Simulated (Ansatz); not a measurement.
Cost and result for the atomization energy of C$_{5}$H$_{8}$O, SMILES `C=CCC1CO1` (14 atoms, 14 bonds).

Z-matrix (Å, degrees):
```
C
C 1 1.495
C 1 1.498 2 114.8
H 1 1.097 2 109.0 3 -122.5
H 1 1.097 2 109.7 3 122.6
C 2 1.326 1 126.2 3 -6.4
H 2 1.088 1 115.1 3 173.7
C 3 1.459 1 121.8 2 92.6
O 3 1.419 1 116.3 2 161.0
H 3 1.090 1 115.6 2 -61.7
H 6 1.084 2 121.0 1 -179.8
H 6 1.085 2 122.2 1 -0.0
H 8 1.088 3 118.9 1 -0.2
H 8 1.087 3 120.1 1 -153.1
```

Charge 0, multiplicity 1. All single points use the PBE0-D4/def2-TZVP geometry. It is one conformer, not always the lowest. Program: Ansatz. All runs use 4 threads of a server CPU on a shared host. Times are those of one run each, without the atoms' runs, and a repeat can differ threefold. Electronic energies, without spin–orbit coupling; frozen cores. CCSD(T)/CBS adds CCSD(T) − MP2 in def2-TZVPP to the MP2 limit, and its time is that of the two runs behind it. T1 = 0.011. B3LYP takes the VWN-RPA correlation (the form of Gaussian; ORCA's B3LYP/G).

CCSD(T)/CBS is a level of theory with its own doubt, some kJ/mol a heavy atom from the limit and from the frozen cores, so smaller differences don't rank the functionals.

```
                             level  functions  wall time
   PBE-D4/def2-TZVPP (with forces)        298      3.4 s
                PBE0-D4/def2-TZVPP        298        4 s
r2SCAN-D4/def2-TZVPP (with forces)        298      6.5 s
 B3LYP-D4/def2-TZVPP (with forces)        298      6.5 s
                 B2PLYP/def2-TZVPP        298      8.5 s
                ωB97X-V/def2-TZVPP        298       10 s
  ωB97M-V/def2-TZVPP (with forces)        298       15 s
                    MP2/def2-QZVPP        582       44 s
                CCSD(T)/def2-TZVPP        298     19 min
                 CCSD(T)/CBS(def2)          –     19 min
```

Question: What atomization energy does each give, and how far from CCSD(T)/CBS? (Best estimate.)

Answer: Ansatz gave: 
```csv
level,atomization (kcal/mol),difference from CCSD(T)/CBS,per bond
PBE-D4/def2-TZVPP (with forces),1433.1,43.3,3.1
PBE0-D4/def2-TZVPP,1405.8,16.0,1.1
r2SCAN-D4/def2-TZVPP (with forces),1397.4,7.6,0.5
B3LYP-D4/def2-TZVPP (with forces),1391.4,1.6,0.1
B2PLYP/def2-TZVPP,1378.6,-11.2,-0.8
ωB97X-V/def2-TZVPP,1393.8,4.0,0.3
ωB97M-V/def2-TZVPP (with forces),1395.9,6.1,0.4
MP2/def2-QZVPP,1402.8,13.0,0.9
CCSD(T)/def2-TZVPP,1357.5,-32.3,-2.3
CCSD(T)/CBS(def2),1389.8,0.0,0.0
```

The D4 term adds +10.0 kcal/mol with B3LYP and +5.3 kcal/mol with PBE0; it sums over pairs of atoms, weighted by their polarisabilities, and B3LYP, whose exchange is more repulsive, gets the larger term. From PBE to PBE0 (25 % exact exchange), in def2-TZVPP and without D4, the atomization energy moves by −26.4 kcal/mol: exact exchange takes away binding that semilocal exchange gives to molecules. In def2-TZVPP, CCSD(T) changes the Hartree–Fock value by +343.0 kcal/mol (the triples alone add +22.0 kcal/mol) and MP2 by +369.3 kcal/mol; breaking electron pairs costs correlation energy, which Hartree–Fock lacks.
